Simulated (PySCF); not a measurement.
Compound: C3H3N3.
Numbering: `[cH:1]1[n:2][cH:3][n:4][cH:5][n:6]1` (hydrogens: H7 on C1; H8 on C3; H9 on C5)

The calculation used PySCF, PBE/def2-SVPD geometry optimisation, gas phase.

(1) List the bond lengths and angles at this level.

Answers

(1) 
| bond | length (Å) | order |
| --- | --- | --- |
| C1–N2 and 5 like bonds | 1.342 | aromatic |
| C1–H7, C3–H8, C5–H9 | 1.103 | single |

Bonds in one row agree within 0.01 Å and their mean is given. Orders are formal, as drawn. A selection of angles:
| angle | degrees |
| --- | --- |
| N2–C1–N6 | 125.6 |
| N2–C1–H7 | 117.2 |
| C1–N2–C3 | 114.4 |

N2 (pyridine-type nitrogen) is bent (angle 114.4°). All 6 C–N bonds measure 1.342 Å. The 6 heavy atoms lie in one plane (0.000 Å rms). The 6-membered ring C1–N2–C3–N4–C5–N6 has internal angles of 114.4° to 125.6°; it is planar, 0.00 Å rms from its mean plane, widest ring torsion 0°.

Point group: D3h (every atom within 0.08 Å of its image). Not checked by PBE/def2-SVPD frequencies.
